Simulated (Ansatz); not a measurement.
C4H5F, SMILES `CC#CCF`. Charge 0, multiplicity 1. Geometry: relaxed with PBE0-D4/def2-TZVP.

```xyz
10

C    -1.849    0.848   -0.333
C    -0.552    0.240   -0.117
C     0.525   -0.258    0.071
C     1.822   -0.870    0.282
F     2.440   -0.373    1.418
H    -1.866    1.423   -1.262
H    -2.092    1.527    0.488
H    -2.635    0.090   -0.385
H     2.484   -0.674   -0.567
H     1.723   -1.953    0.405
```

(1) What is the dipole moment at PBE/def2-TZVPP? (Estimate.)

(2) And with r2SCAN, B3LYP, ωB97M-V? (Estimate.)

(3) Give the Mulliken charges with PBE, ωB97M-V, B3LYP in def2-TZVPP. (Best estimate.)

## Answers

(1) Computed: 2.17 D, with components (-1.57, -0.19, -1.48) D in this frame, pointing from negative to positive charge.

(2) The calculation gave: r2SCAN 2.23 D, B3LYP 2.26 D, ωB97M-V 2.22 D.

(3) The calculation gave: 
```
atom    PBE  ωB97M-V  B3LYP
  C1  -0.28    -0.30  -0.26
  C2   0.01     0.00   0.00
  C3  -0.04    -0.09  -0.06
  C4  -0.05     0.00   0.02
  F5  -0.19    -0.22  -0.24
  H6   0.12     0.13   0.11
  H7   0.12     0.13   0.12
  H8   0.12     0.13   0.11
  H9   0.10     0.11   0.10
 H10   0.10     0.11   0.10
```

B3LYP here is the variant with VWN-RPA as its local correlation; programs differ in this.
